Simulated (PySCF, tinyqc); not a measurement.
Ways to converge the cycle: SCF convergence aids in the sto-3g basis, for LiH, spin multiplicity 1. Computed by the program tinyqc with PySCF. 

Geometry (angstrom):
```
atom       x       y       z
Li    0.0000  0.0000  0.0000
H     0.0000  0.0000  2.9240
```

lowest restricted solution found by these runs and by PySCF = -7.719448 hartree

RHF with one setting changed at a time; a run stops when the energy changes by less than 1e-09 hartree and the error matrix is below 1e-5. The start is the Wolfsberg-Helmholz matrix. Damping d keeps d of the old density; a shift (hartree) raises the virtual levels; DIIS n extrapolates F over n matrices.

Largest element of the error matrix X^T (FDS - SDF) X:
```
iteration    plain  damping 0.3  damping 0.6  shift 0.4   DIIS 3   DIIS 8
1          1.4e-01      1.4e-01      1.4e-01    1.4e-01  1.4e-01  1.4e-01
2          4.7e-02      3.2e-02      7.7e-02    6.0e-02  4.7e-02  4.7e-02
3          2.5e-02      2.5e-02      4.6e-02    3.2e-02  2.2e-02  2.2e-02
4          1.4e-02      2.1e-02      3.2e-02    2.8e-02  1.9e-02  1.9e-02
5          9.4e-03      1.6e-02      2.5e-02    2.6e-02  6.6e-03  3.3e-03
6          5.2e-03      1.2e-02      2.2e-02    2.3e-02  2.2e-03  2.0e-03
8          1.7e-03      6.8e-03      1.7e-02    1.8e-02  4.4e-06  6.1e-07
10         5.2e-04      3.4e-03      1.3e-02    1.4e-02        -        -
14         4.6e-05      7.9e-04      6.7e-03    7.3e-03        -        -
20               -      7.9e-05      2.3e-03    2.4e-03        -        -
30               -            -      3.2e-04    3.1e-04        -        -
45               -            -      1.6e-05    1.4e-05        -        -
```

How each run ends:
```
run          iterations  E (hartree)         state
plain                17     -7.71945  lowest found
damping 0.3          26     -7.71945  lowest found
damping 0.6          48     -7.71945  lowest found
shift 0.4            47     -7.71945  lowest found
DIIS 3                9     -7.71945  lowest found
DIIS 8                9     -7.71945  lowest found
```

6 of 6 runs reach the lowest restricted solution found, in 9 to 48 iterations (fastest: DIIS 3, DIIS 8). Plain steps already contract here, so damping only slows them. DIIS 3 and DIIS 8 gain by cancelling the error over several earlier matrices, much as a quasi-Newton step does. The restricted reference is unstable here: a spin-polarised solution lies 0.0696 hartree lower (PySCF), so results built on it describe a poor reference.
